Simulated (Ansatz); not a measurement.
Relaxed structures of BSiNH₅, doublet (PBE0-D4/def2-TZVP; forces vanish, vibrations not checked; lower isomers may exist, and structures with a doubtful reference or unclear bonds are left out; Å). Program: Ansatz 0.2.0. Basis: def2-TZVPP. Cores are frozen in the correlated methods; orbitals are unrestricted.

(1) Rank them by CCSD(T) energy, lowest first, and give each one's height above the lowest. Links in brackets join atoms within 1.22 times the sum of their covalent radii (1.1 for two metals). (Judge from chemistry; the value comes from the calculation.)
A.
BSiNH₅ ([NH3][BH][SiH])
```
8
angstrom
N -1.0641 0.5709 -0.6876
B 0.4113 0.5127 -0.0472
Si 0.7143 -1.1172 0.9735
H -1.5527 -0.3010 -0.4751
H -1.6128 1.3449 -0.3167
H 0.9414 1.5735 -0.2387
H -1.0295 0.6864 -1.6988
H 2.2082 -0.9570 1.2015
```
B.
BSiNH₅ ([BH2][SiH][NH2])
```
8
angstrom
N -1.2836 0.7738 -0.5525
B 1.0428 -1.1224 0.5426
Si 0.2793 0.5440 0.0587
H -1.9266 0.0144 -0.7023
H -1.6627 1.6712 -0.8009
H 0.8980 1.8912 0.1292
H 0.4158 -2.1346 0.4290
H 2.1623 -1.1230 0.9610
```
C.
BSiNH₅ ([BH2][NH][SiH2])
```
8
angstrom
N 0.1524 0.5099 0.1184
B -1.0986 0.6381 -0.5024
Si 0.8179 -0.9404 0.8235
H -1.7855 -0.3360 -0.6202
H -1.4537 1.7086 -0.9040
H 0.7017 1.3526 0.2216
H 0.1367 -2.1070 0.2046
H 2.2896 -0.9658 0.5820
```
D.
BSiNH₅ ([NH2][BH][SiH2])
```
8
angstrom
N -1.1535 0.7292 -0.5092
B 0.1314 0.6507 0.0195
Si 0.9087 -1.0472 0.6674
H -1.7603 -0.0629 -0.6372
H -1.5648 1.5984 -0.8063
H 0.7629 1.6635 0.1261
H 0.2977 -2.3562 0.3048
H 2.3778 -1.1755 0.8349
```

T1 diagnostic: at most 0.027. ⟨S²⟩ of the unrestricted Hartree–Fock references: 0.75 to 0.85 (a pure state has 0.75). The unrestricted reference is spin-contaminated, which hurts MP2 most.

## Answers

(1) The calculation gives: C (0.00 kcal/mol), D (7.48 kcal/mol), B (19.39 kcal/mol), A (55.45 kcal/mol). Heights count from the lowest.

For scale, one of the runs: CCSD(T)/def2-TZVPP, 174 basis functions, launched by `ansatz run in.yaml --threads 2 --pin off --events-out ev --progress --plain --max-ram 4352MiB`. The run took 120 s on 2 CPU threads of an Arm Neoverse V1 (shared host), with 3.6 GiB of host memory at its peak.
